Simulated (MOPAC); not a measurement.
MOPAC input (PM6):

```
PM6 PRECISE GNORM=0.05 LET XYZ CHARGE=-1 GEO-OK AUX(PRECISION=9) THREADS=1
C2H3O

O     1.18305207 1    0.34569777 1    0.00221414 1
C    -0.01560079 1    0.64877161 1   -0.00691488 1
C    -0.95954357 1   -0.64362375 1    0.00203245 1
H    -0.38234312 1   -1.58832861 1    0.01484689 1
H    -1.61996547 1   -0.59478565 1    0.87932223 1
H    -1.61124183 1   -0.61335505 1   -0.88258769 1
```

Question: What heat of formation does the run end on?

Answer: -25.39 kcal/mol.
